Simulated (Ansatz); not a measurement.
Results of PBEsol in Ansatz (plane waves, PAW) for hcp Y.

Numerical settings: plane-wave cutoff 500 eV, 5×5×5 k mesh, Fermi–Dirac smearing 0.1 eV, cell of 36 sites, scalar-relativistic PAW data made under PBE.

Q: Estimate the vacancy formation energy and vacancy formation energy before relaxation that the calculation returns.

A: 
* **vacancy formation energy**: 1.96 eV
* **vacancy formation energy before relaxation**: 1.99 eV

Note: energies are extrapolated to zero smearing, and mesh and cell size move such values by some hundredths of an eV or more.

Ansatz is a program for electronic structure.
